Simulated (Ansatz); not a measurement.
Born–Oppenheimer molecular dynamics of AlFH$_{6}$Si (9 atoms, charge 0, multiplicity 1). It starts at the highest image of a converged band. Of that band: A vibrational analysis at the climbing image gives 2 clearly imaginary modes (424i, 61i cm⁻¹): a point of higher order, so a lower path passes nearby.

Computed with RKS PBE/def2-SVP (Ansatz).

| Quantity | Value |
| --- | --- |
| ensemble | NVE (velocity Verlet) |
| time step | 0.5 fs |
| steps asked | 200 |
| starting velocities drawn for | 300 K |
| seed | 8913 |

First frame:

```xyz
9
Properties=species:S:1:pos:R:3
Al -0.502 -1.190 0.509
Si 0.030 1.081 -0.644
H -0.646 -2.364 -0.558
H -1.402 -0.988 1.809
H 1.157 -0.190 0.502
F 1.376 -1.074 1.077
H -1.333 1.708 -0.470
H 1.018 2.095 -0.109
H 0.303 0.922 -2.116
```

(1) How far do the bonds stretch over the last three quarters of this one trajectory? (Pairs bonded in most of those frames.)

Answers

(1) 
```
   bond  mean (Å)  spread (Å)  shortest  longest
Al1–Si2     2.468       0.072      2.37     2.61
 Al1–H3     1.606       0.037      1.55     1.66
 Al1–H4     1.610       0.035      1.56     1.66
 Si2–H7     1.514       0.041      1.45     1.58
 Si2–H8     1.524       0.009      1.51     1.54
 Si2–H9     1.513       0.008      1.50     1.53
  H5–F6     0.950       0.018      0.92     0.99
```

Mean temperature of the second half: 191 K. The conserved energy stayed within 0.085 meV per atom of its start (net change 0.023 meV per atom), so the integration is sound. A run of 0.1 ps of so small a system gives no equilibrium averages. The orbitals stay closed-shell, which can raise the energy where a bond breaks towards radicals; this wasn't checked here.

The run took 3.6 min on 2 threads of Arm Neoverse V1, with other jobs on the host, peak memory 0.14 GiB.
